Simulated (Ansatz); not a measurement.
in.yaml

```yaml
crystal:
  periodic: [false, false, false]
  atoms:
    - {symbol: Ge, position_ang: [-0.954521, 0.000000, 0.000000]}
    - {symbol: H, position_ang: [-1.921009, 2.733638, 0.000000]}
    - {symbol: H, position_ang: [-1.921007, -1.366820, 2.367401]}
    - {symbol: H, position_ang: [-1.921009, -1.366818, -2.367401]}
    - {symbol: H, position_ang: [2.131359, 0.000000, 0.000000]}
    - {symbol: N, position_ang: [5.211570, 0.000000, 0.000000]}
basis:
  gaussian: {orbitals: STO-3G}
magnetization: {spin_polarized: true, initial_magnetization: 3}
correlation: {method: bccd, electrons: valence}
scf: {lower_state_search: off}
```

```sh
$ ansatz run in.yaml --threads 1 --pin off --events-out ev --progress --plain --max-ram 2393MiB
```

Task: What does the program do with this input?

Result: Not converged. The input was made wrong on purpose (coordinates in the wrong unit), so the run isn't a sound calculation of what was asked.
```
these checks for a lower state are left out or cut short: stability, starts, cluster_reference, orbital_swaps, neighbouring_geometries, increment
277 factors; integrals over basis functions are off by at most 2.1e-5 eV
mean field evaluation 1: about -57322.8510 eV, gradient 1.3e1 eV
mean field evaluation 2: about -57322.8594 eV, gradient 1.3e1 eV
mean field evaluation 4: about -57329.0330 eV, gradient 5.8e0 eV
mean field evaluation 8: about -57328.5532 eV, gradient 2.0e0 eV
mean field evaluation 16: about -57340.7828 eV, gradient 3.1e-2 eV
mean field -57340.78278880 eV, -2107.2349005098 hartree, gradient 6.3e-7 eV, S^2 6.595133; 0 other end points of the search recorded, 0 dependent functions left out
10 core orbitals not correlated: weight in the atoms' cores, before any rotation towards them, 1.000 or more for the frozen orbitals, at most 0.000 for the correlated occupied ones
reference -57340.78278880 eV, -2107.2349005098 hartree; 13, 10 occupied and 4, 7 virtual orbitals, 277 factors
second order -0.22592085 eV of doubles, -0.00000000 eV of singles
cycle   1  -0.32580432 eV  change   -1.0e-1 eV  update   3.8e-2
cycle   2  -0.41103016 eV  change   -8.5e-2 eV  update   2.1e-2
cycle   3  -0.42186574 eV  change   -1.1e-2 eV  update   1.3e-2
cycle   4  -0.45082157 eV  change   -2.9e-2 eV  update   1.3e-2
cycle   5  -0.49929576 eV  change   -4.8e-2 eV  update   1.1e-2
...
cycle 290  -0.77466457 eV  change   -1.1e-2 eV  update   1.1e-2
cycle 291  -0.93973969 eV  change   -1.7e-1 eV  update   8.5e-3
cycle 292  -1.29261719 eV  change   -3.5e-1 eV  update   1.2e-2
cycle 293  -1.13097656 eV  change    1.6e-1 eV  update   2.9e-2
cycle 294  -1.17481751 eV  change   -4.4e-2 eV  update   2.1e-2
cycle 295  -1.15003169 eV  change    2.5e-2 eV  update   2.4e-2
cycle 296  -1.29944236 eV  change   -1.5e-1 eV  update   2.3e-2
cycle 297  -1.03130295 eV  change    2.7e-1 eV  update   2.9e-2
cycle 298  -1.35534383 eV  change   -3.2e-1 eV  update   1.7e-2
cycle 299  -0.78035784 eV  change    5.7e-1 eV  update   3.4e-2
Error: not converged in 300 cycles: update norm 2.316e-2, energy change -6.346e-1 eV, smallest ratio of the change in the update to the step in singles and doubles: 1.9e-3
```
